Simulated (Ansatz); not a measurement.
C3H5FO can be A, `C/C=C(\O)F`, or B, `C/C(F)=C\O`.

Gas-phase electronic energies from Ansatz, PBE0-D4/def2-TZVP geometries. CBS: MP2 limit from def2 TZ/QZ plus the TZ coupled-cluster correction, frozen cores. Double bonds are as drawn, so ΔE can hold a change between cis and trans. Functionals use def2-TZVPP. B3LYP here is the variant with VWN-RPA as its local correlation; programs differ in this. Each species was taken in one conformer, which may not be the lowest.

A:

Z-matrix (Å, degrees):
```
C
C 1 1.490
H 1 1.094 2 111.4
H 1 1.094 2 111.1 3 119.2
H 1 1.090 2 111.3 3 -120.4
C 2 1.321 1 123.8 3 116.4
H 2 1.083 1 119.9 3 -62.7
F 6 1.341 2 121.9 1 178.8
O 6 1.339 2 126.5 1 -2.6
H 9 0.963 6 108.7 2 163.0
```

B:

Z-matrix (Å, degrees):
```
C
C 1 1.479
H 1 1.094 2 110.7
H 1 1.094 2 110.7 3 119.4
H 1 1.092 2 112.1 3 -120.3
F 2 1.354 1 112.8 3 -59.3
C 2 1.327 1 129.8 3 120.7
O 7 1.357 2 126.9 1 0.0
H 7 1.082 2 120.4 1 -180.0
H 8 0.961 7 109.9 2 0.2
```

**Question.** Which isomer does CCSD(T)/CBS put lower? Give the gap. (Best estimate.)

**Answer.** Computed: A, by 26.7 kJ/mol.

**Question.** Give E(B) − E(A) in kJ/mol with B2PLYP, MP2/def2-TZVPP, r2SCAN-D4, ωB97M-V, HF/def2-TZVPP, CCSD(T)/def2-TZVPP, B3LYP. (Best estimate.)

**Answer.** Ansatz gave: B2PLYP 27.7, MP2/def2-TZVPP 30.7, r2SCAN-D4 29.4, ωB97M-V 29.2, HF/def2-TZVPP 31.8, CCSD(T)/def2-TZVPP 27.8, B3LYP 26.4. None reverses the order clearly.

Largest T1 diagnostic: 0.012.
